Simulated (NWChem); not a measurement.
**Basis-set dependence for C$_{2}$H$_{5}$**

```
C
H 1 1.1024
H 1 1.1038 2 108.10
H 1 1.1117 2 106.25 3 -113.23
C 1 1.4877 2 112.16 4 -122.72
H 5 1.0930 1 121.18 2 28.65
H 5 1.0933 6 117.50 1 -172.46
```
Charge 0, spin multiplicity 2.

Everything below was run with NWChem. Structure: optimised with UB3LYP/def2-SVP, a minimum by its harmonic frequencies.

Hartree-Fock energies in Ha, correlation energies in mHa.

The correlated methods keep 2 core orbitals frozen. The Pople sets run with spherical d functions. The structure started from a generated list of species. The stability of the SCF solutions was not checked. Open-shell Hartree-Fock references start from PBE0 orbitals. Coupled-cluster values serve here as a point of comparison, not as the truth.

```
basis      functions        UHF    UMP2  SCS-UMP2  CCSD on ROHF  CCSD[T] on ROHF  CCSD(T) on ROHF  CCSD on UHF  CCSD[T] on UHF  CCSD(T) on UHF
---------  ---------  ---------  ------  --------  ------------  ---------------  ---------------  -----------  --------------  --------------
def2-SVP          53  -78.54273  -267.7    -272.8        -308.2           -315.8           -315.7       -303.7          -311.2          -311.0
6-311G**          66  -78.61852  -284.0    -288.3        -323.7           -332.9           -332.6       -319.0          -328.0          -327.8
def2-TZVP         92  -78.62737  -316.8    -322.0       not run          not run          not run      not run         not run         not run
```

From 6-311G** to def2-TZVP the Hartree-Fock energy moves by -8.8 mHa and the UMP2 correlation energy by -32.8 mHa, which is 10 % of its value in the larger set.
